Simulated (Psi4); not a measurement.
# quartet PH2 at 6 levels

Wanted: a comparison of 6 runs (UHF/cc-pVTZ, UB3LYP/cc-pVTZ, UM06-L/cc-pVTZ, UPBE0/cc-pVTZ, UMP2/cc-pVTZ, UCCSD(T)/cc-pVTZ) of quartet PH2. 

The results are computed with Psi4 1.11.

1 further run of the same task is left out (set aside as unsound or not needed).

## Step 1: The system as given

PH2 has 3 atoms, charge 0, and is taken as a quartet. As SMILES of the parent species, `[PH2]`. The coordinates come from a PBE0-D4/def2-TZVP relaxation. That shape belongs to the parent species and isn't relaxed for this state.

Bond lengths: P1–H2 1.424 Å, P1–H3 1.424 Å. Angles: H2–P1–H3 91.5°.

## Step 2: Energy and forces at UHF/cc-pVTZ (run 1)

run.py reads:

```python
import psi4

psi4.set_memory(1600000000)
psi4.set_num_threads(1)
psi4.core.set_output_file('output.dat', False)

geom = psi4.geometry("""
0 4
P      0.525730    -0.309370     0.258210
H      0.114640     1.051490     0.176750
H     -0.640370    -0.742120    -0.434970
symmetry c1
""")

options = {'basis': 'cc-pVTZ', 'reference': 'uhf', 'puream': True, 'e_convergence': 1e-09, 'd_convergence': 1e-08, 'scf_type': 'pk', 'maxiter': 100}
psi4.set_options(options)

e_tot, wfn = psi4.gradient('hf', return_wfn=True)
psi4.oeprop(wfn, 'LOWDIN_CHARGES', 'MULLIKEN_CHARGES', 'QUADRUPOLE')
print('gradient / Eh bohr^-1')
print(e_tot.np.round(6))
print(f'energy = {wfn.energy():.10f} Eh')
for k, v in sorted(psi4.core.scalar_variables().items()):
    print(f'{k:45s} {v:18.10f}')
```

Started as:

```sh
$ python run.py
```

output.dat:

```text
[...]
  Running in c1 symmetry.
[...]
  Nuclear repulsion =   11.408385682516982
[...]
  Multiplicity = 4
[...]
  Nalpha       = 10
  Nbeta        = 7
[...]
    Number of basis functions: 62
[...]
   @UHF iter   1:  -341.65399919945713   -2.68383e-01   2.53951e-03 DIIS/ADIIS
[...]
   @UHF iter  12:  -341.68269027302676   -3.12639e-12   5.77993e-09 DIIS
[...]
   @S^2 Observed:                3.761534631E+00
[...]
  @UHF Final Energy:  -341.68269027302676
   => Energetics <=
    Nuclear Repulsion Energy =             11.4083856825169825
    One-Electron Energy =                -494.5596609023199335
    Two-Electron Energy =                 141.4685849467761614
    Total Energy =                       -341.6826902730267648
  UHF NO Occupations:
  HONO-2 :    8  A 1.0000000
  HONO-1 :    9  A 1.0000000
[...]
  -Total Gradient:
     Atom            X                  Y                   Z
    ------   -----------------  -----------------  -----------------
       1       -0.027452947567     0.014583630687    -0.000000000000
       2        0.003260587252    -0.026996022578    -0.000000000000
       3        0.024192360315     0.012412391891     0.000000000000
[...]
  Mulliken Charges: (a.u.)
   Center  Symbol    Alpha    Beta     Spin     Total
       1     P     8.69821  6.24029  2.45792  0.06150
       2     H     0.65090  0.37985  0.27105 -0.03075
       3     H     0.65089  0.37986  0.27103 -0.03074
   Total alpha = 10.00000, Total beta =  7.00000, Total charge =  0.00000
  Lowdin Charges: (a.u.)
   Center  Symbol    Alpha    Beta     Spin     Total
       1     P     8.58180  6.02500  2.55680  0.39320
       2     H     0.70911  0.48750  0.22161 -0.19660
       3     H     0.70910  0.48750  0.22160 -0.19660
[...]
```

Standard output:

```text
gradient / Eh bohr^-1
[[-0.027453  0.014584 -0.      ]
 [ 0.003261 -0.026996 -0.      ]
 [ 0.024192  0.012412  0.      ]]
energy = -341.6826902730 Eh
CURRENT ENERGY                                   -341.6826902730
CURRENT REFERENCE ENERGY                         -341.6826902730
DD SOLVATION ENERGY                                 0.0000000000
HF KINETIC ENERGY                                 341.8387703921
HF POTENTIAL ENERGY                              -683.5214606652
HF TOTAL ENERGY                                  -341.6826902730
HF VIRIAL RATIO                                     1.9995434101
NUCLEAR REPULSION ENERGY                           11.4083856825
ONE-ELECTRON ENERGY                              -494.5596609023
PCM POLARIZATION ENERGY                             0.0000000000
PE ENERGY                                           0.0000000000
SCF ITERATION ENERGY                             -341.6826902730
SCF ITERATIONS                                     12.0000000000
SCF TOTAL ENERGY                                 -341.6826902730
TWO-ELECTRON ENERGY                               141.4685849468
```

It took 6 s on 1 thread of Intel Xeon at 2.70GHz, shared host; peak memory 0.41 GiB.

## Step 3: A single-point energy at UB3LYP/cc-pVTZ (run 2)

calc.py reads:

```python
import psi4

psi4.set_memory(1600000000)
psi4.set_num_threads(1)
psi4.set_output_file('run.log', False)

mol = psi4.geometry("""
0 4
P
H 1 1.423928
H 1 1.423924 2 91.49995
symmetry c1
""")

psi4.set_options({
    'basis': 'cc-pVTZ',
    'reference': 'uks',
    'puream': True,
    'e_convergence': 1e-09,
    'd_convergence': 1e-08,
    'scf_type': 'pk',
    'dft_radial_points': 99,
    'dft_spherical_points': 590,
    'maxiter': 100,
})

e_tot, wfn = psi4.energy("b3lyp", return_wfn=True)
print(f'b3lyp energy: {e_tot:.10f} Eh')
```

Started as:

```sh
$ python calc.py
```

run.log:

```text
[...]
  Running in c1 symmetry.
[...]
  Nuclear repulsion =   11.408386295415532
[...]
  Multiplicity = 4
[...]
  Nalpha       = 10
  Nbeta        = 7
[...]
    Number of basis functions: 62
[...]
   @UKS iter   1:  -342.28496127206739   -6.22062e-02   3.85997e-03 DIIS/ADIIS
[...]
   @UKS iter  10:  -342.31116308970775   -5.68434e-13   1.85549e-09 DIIS
[...]
   @S^2 Observed:                3.753202334E+00
[...]
  @UKS Final Energy:  -342.31116308970775
   => Energetics <=
    Nuclear Repulsion Energy =             11.4083862954155322
    One-Electron Energy =                -494.6927073113408824
    Two-Electron Energy =                 160.2617957545095635
    DFT Exchange-Correlation Energy =     -19.2886378282919893
    Empirical Dispersion Energy =           0.0000000000000000
    VV10 Nonlocal Energy =                  0.0000000000000000
    Total Energy =                       -342.3111630897078044
[...]
 Multipole Moments:
 ------------------------------------------------------------------------------------
     Multipole            Electronic (a.u.)      Nuclear  (a.u.)        Total (a.u.)
 ------------------------------------------------------------------------------------
 L = 1.  Multiply by 2.5417464519 to convert [e a0] to [Debye]
 Dipole X            :          1.3102381           -1.2929046            0.0173335
 Dipole Y            :          1.2763943           -1.2594967            0.0168977
 Dipole Z            :         -0.0000000            0.0000000           -0.0000000
 Magnitude           :                                                    0.0242071
[...]
```

The script printed:

```text
b3lyp energy: -342.3111630897 Eh
```

Wall time 12 s (1 thread of Intel Xeon at 2.70GHz, shared host); peak memory 0.73 GiB.

Runs 3 to 5 aren't shown in full; the table further down has their settings and results.

## Step 4: A single-point energy at UCCSD(T)/cc-pVTZ (run 6)

input.dat reads:

```
memory 1.6 GB

molecule {
  0 4
  P      0.525730    -0.309370     0.258210
  H      0.114640     1.051490     0.176750
  H     -0.640370    -0.742120    -0.434970
  symmetry c1
  no_reorient
  no_com
}

set {
  basis cc-pVTZ
  reference uhf
  puream true
  e_convergence 1e-09
  d_convergence 1e-08
  scf_type pk
  num_frozen_docc 5
  maxiter 100
}

e_tot, wfn = energy('ccsd(t)', return_wfn=True)
```

Started as:

```sh
$ psi4 -n 1 input.dat output.dat
```

output.dat:

```text
[...]
  Running in c1 symmetry.
[...]
  Nuclear repulsion =   11.408385682516982
[...]
  Multiplicity = 4
[...]
  Nalpha       = 10
  Nbeta        = 7
[...]
    Number of basis functions: 62
[...]
   @UHF iter   1:  -341.65399919945787   -2.68383e-01   2.53951e-03 DIIS/ADIIS
[...]
   @UHF iter  12:  -341.68269027302790   -2.84217e-12   5.77993e-09 DIIS
[...]
   @S^2 Observed:                3.761534631E+00
[...]
  @UHF Final Energy:  -341.68269027302790
   => Energetics <=
    Nuclear Repulsion Energy =             11.4083856825169825
    One-Electron Energy =                -494.5596609023214114
    Two-Electron Energy =                 141.4685849467765024
    Total Energy =                       -341.6826902730279016
  UHF NO Occupations:
  HONO-2 :    8  A 1.0000000
  HONO-1 :    9  A 1.0000000
[...]
 Multipole Moments:
 ------------------------------------------------------------------------------------
     Multipole            Electronic (a.u.)      Nuclear  (a.u.)        Total (a.u.)
 ------------------------------------------------------------------------------------
 L = 1.  Multiply by 2.5417464519 to convert [e a0] to [Debye]
 Dipole X            :        -13.8760101           13.9088000            0.0327899
 Dipole Y            :          8.1654393           -8.1847440           -0.0193047
 Dipole Z            :         -6.8151238            6.8312277            0.0161039
 Magnitude           :                                                    0.0413181
[...]
      * MP2 total energy                      = -341.796773470250969
[...]
      * CCSD total energy                     = -341.822997254354789
[...]
      * CCSD(T) total energy                     = -341.827799680883061
[...]
```

Run time: 12 s. Hardware: 1 thread of Intel Xeon at 2.70GHz, shared host; peak memory 0.41 GiB.

## Step 5: Overview of the runs

```tsv
run	level	task	integration grid	energy (Eh)	dipole moment (D)	HOMO energy (eV)	⟨S²⟩	wall time
1	UHF/cc-pVTZ	gradient	–	-341.682690	0.11	-4.95	3.762	6 s
2	UB3LYP/cc-pVTZ	energy	99 radial × 590 angular	-342.311163	0.06	-2.20	3.753	12 s
3	UM06-L/cc-pVTZ	gradient	99 radial × 590 angular	-342.282276	0.04	-1.43	3.755	22 s
4	UPBE0/cc-pVTZ	energy	99 radial × 590 angular	-342.161894	0.02	-2.46	3.754	11 s
5	UMP2/cc-pVTZ	energy	–	-341.796773	–	-4.95	3.762	4.8 s
6	UCCSD(T)/cc-pVTZ	energy	–	-341.827800	–	-4.95	3.762	12 s
```

## Step 6: Outcome

```
                                                         quantity          value
                                              run 6: total energy  -341.82780 Eh
run 6: HOMO energy (Hartree–Fock orbitals) (highest over α and β)       -4.95 eV
 run 6: LUMO energy (Hartree–Fock orbitals) (lowest over α and β)       -0.56 eV
               run 6: correlation energy (5 core orbitals frozen)     -145.1 mEh
                                            run 6: (T) correction      -4.80 mEh
                         run 6: ⟨S²⟩ of the reference determinant          3.762
                                             run 6: T1 diagnostic          0.029
```

In words: Below the UHF energy at the same shape and in the same basis (cc-pVTZ): UMP2 -114.1 mEh; UCCSD(T) -145.1 mEh. Over runs 1, 2, 3, 4 the dipole moment (its size) runs from 0.02 D (UPBE0/cc-pVTZ) to 0.11 D (UHF/cc-pVTZ). Totals of different functionals can't be ranked against each other. All runs together took 67 s, the longest 22 s.
